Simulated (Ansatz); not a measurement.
**2H MoS₂**

These are PBE (plane waves, PAW; Ansatz, an electronic-structure program) values and carry that method's errors.

Run with plane-wave cutoff 520 eV, 12×12×4 k mesh (along the axes of the cell as run), Fermi–Dirac smearing 0.01 eV, no spin polarisation, scalar-relativistic PAW data made under PBE.

Cell (measured lattice):

```xyz
6
Lattice="-1.5800 -2.7366 0.0000 -1.5800 2.7366 0.0000 0.0000 0.0000 -12.2940" Properties=species:S:1:pos:R:3 pbc="T T T"
Mo    -1.5800     0.9122    -3.0735
Mo    -1.5800    -0.9122    -9.2205
S     -1.5800     0.9122   -10.8064
S     -1.5800    -0.9122    -4.6594
S     -1.5800    -0.9122    -1.4876
S     -1.5800     0.9122    -7.6346
```

For 2H MoS₂, the band gap comes out as 0.85 eV. The smallest direct gap on the k points sampled comes out as 1.71 eV and the direct gap at Γ is 2.16 eV.

Note: cell and atoms aren't relaxed at this level (largest force component 0.41 eV/Å, pressure 0.9 GPa).

Spin–orbit coupling is not included.

Static lattice: no zero-point or thermal effects.

Computing time: around 30 core-seconds (rough).
